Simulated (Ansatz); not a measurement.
FNO, SMILES `O=NF`. Total charge 0; spin multiplicity 1.

Problem. What are the harmonic wavenumbers in cm⁻¹ at PBE0-D4/def2-TZVP (Ansatz, finite differences of forces, unscaled)? (An estimate is asked.)

Solution. Ansatz gave: 560, 824, 1969.

Problem. Is this a minimum?

Solution. Yes, all 3 modes are real.

Problem. Give the ideal-gas thermochemistry at 298.15 K and 1 bar (rigid rotor, harmonic oscillator; point group Cs, symmetry number 1).

Solution. Zero-point energy 20.1 kJ/mol; H(298) − E = 30.6 kJ/mol; entropy 247.2 J/(mol·K), of which translation 157.4, rotation 86.8, vibration 3.0; G(298) − E = -43.0 kJ/mol.

Problem. Rotational constants (cm⁻¹)?

Solution. 3.271, 0.4076, 0.3625.
